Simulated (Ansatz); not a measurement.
Reaction (SMILES): N#[N+][O-] → 2 N atom + O atom
B3LYP-D3(BJ)/def2-TZVP geometries, fixed; electronic energies without zero-point terms.

Basis-set convergence of the atomisation energy at CCSD(T) with Ansatz (a first-principles code). Cartesian d functions, on some or all atoms, in 6-31+G*; all else is spherical. Cores are frozen. Open shells are unrestricted. No added dispersion term, no relativity. Functions are those of the species that has most. Reference: Hartree-Fock in aug-cc-pVQZ plus the correlation part extrapolated as X^-3 from aug-cc-pVTZ and aug-cc-pVQZ, 268.90 kcal/mol, itself unsure by roughly 2.11 kcal/mol (a third of the extrapolation step and of the last Hartree-Fock step). Deviations are taken from unrounded values.

```
basis            functions  atomisation energy (kcal/mol)  minus reference (kcal/mol)
---------------  ---------  -----------------------------  --------------------------
STO-3G                  15                         119.01                     -149.89
3-21G                   27                         163.73                     -105.16
6-31+G*                 57                         228.82                      -40.08
6-311++G(2d,2p)         81                         238.40                      -30.50
cc-pVTZ                 90                         253.15                      -15.75
pcseg-2                 90                         254.07                      -14.83
jun-cc-pV(T+d)Z        117                         253.83                      -15.07
aug-pcseg-2            138                         255.99                      -12.90
def2-QZVPPD            192                         262.42                       -6.48
```
